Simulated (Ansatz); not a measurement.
in.yaml

```yaml
crystal:
  periodic: [false, false, false]
  atoms:
    - {symbol: B, position_ang: [0.000000, -0.905839, 0.967609]}
    - {symbol: C, position_ang: [0.000000, 0.561227, 0.868427]}
    - {symbol: Si, position_ang: [0.000000, 0.061485, -0.802988]}
    - {symbol: H, position_ang: [0.000000, 1.315005, 1.647998]}
basis:
  gaussian: {orbitals: cc-pVDZ}
magnetization: {spin_polarized: false, initial_magnetization: 2}
hamiltonian: {xc: hf}
output: {orbitals: {seedname: orbitals}}
```

```sh
$ ansatz run in.yaml --threads 1 --pin off --events-out ev --progress --plain --max-ram 2393MiB
```

Question: Roughly how long does this take on 1 thread of Arm Neoverse V2, shared host, and how much host memory?

Answer: 0.39 s wall and 0.17 GiB.

```
494 factors; integrals over basis functions are off by at most 9.4e-4 eV
mean field evaluation 1: about -9573.2344 eV, gradient 2.3e1 eV
mean field evaluation 2: about -9573.3573 eV, gradient 2.3e1 eV
mean field evaluation 4: about -9575.5669 eV, gradient 4.1e0 eV
mean field evaluation 8: about -9575.9191 eV, gradient 9.1e-1 eV
mean field evaluation 16: about -9485.5511 eV, gradient 1.6e2 eV
mean field evaluation 32: about -9573.3294 eV, gradient 2.4e0 eV
mean field -9575.94811078 eV, -351.9096022605 hartree, gradient 5.2e-5 eV, S^2 2.000000; 0 other end points of the search recorded, 0 dependent functions left out
reference -9575.94811078 eV, -351.9096022605 hartree; 14, 12 occupied and 37, 39 virtual orbitals, 494 factors
Total energy: -9575.94811078 eV, -351.9096022605 hartree
```
